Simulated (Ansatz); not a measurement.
Relaxation of C₂H₆Si (9 atoms, charge 0, multiplicity 1), to a largest force component of 0.015 eV/Å in at most 40 steps.

All numbers below come from RKS LDA/def2-SVP in Ansatz 0.2.0.

```xyz
9
Properties=species:S:1:pos:R:3
C -0.523 1.110 -0.826
Si 0.712 -0.168 -0.755
C 0.568 -1.175 0.770
H -1.505 0.739 -0.817
H -0.477 1.731 -1.776
H -0.483 1.864 0.004
H 0.659 -0.624 1.651
H -0.431 -1.716 0.770
H 1.346 -2.026 0.796
```

Q: Where does it end, and by what steps?

A: The forces met the threshold. After 18 steps the energy has fallen by 0.595 eV; H7 moved furthest, 0.58 Å.

```tsv
step	energy less start (eV)	largest force component (eV/Å)	accepted
0	0.0000	3.067	yes
1	-0.4890	1.498	yes
2	-0.5644	0.382	yes
3	-0.5692	0.229	yes
4	-0.5802	0.106	yes
5	-0.5821	0.038	yes
6	-0.5825	0.018	yes
7	-0.5831	0.096	yes
8	-0.5841	0.081	yes
9	-0.5789	0.368	no
10	-0.5851	0.058	yes
11	-0.5884	0.094	yes
12	-0.5879	0.215	no
13	-0.5900	0.062	yes
14	-0.5925	0.070	yes
15	-0.5938	0.076	yes
16	-0.5943	0.049	yes
17	-0.5950	0.040	yes
18	-0.5952	0.006	yes
```

```xyz
9
Properties=species:S:1:pos:R:3
C -0.478 1.080 -0.776
Si 0.889 -0.223 -0.930
C 0.505 -1.150 0.677
H -1.407 0.729 -0.273
H -0.727 1.605 -1.722
H -0.028 1.847 -0.094
H 0.106 -0.519 1.503
H -0.327 -1.842 0.385
H 1.332 -1.791 1.048
```

Run time: 38 s on 1 CPU thread of a shared host.
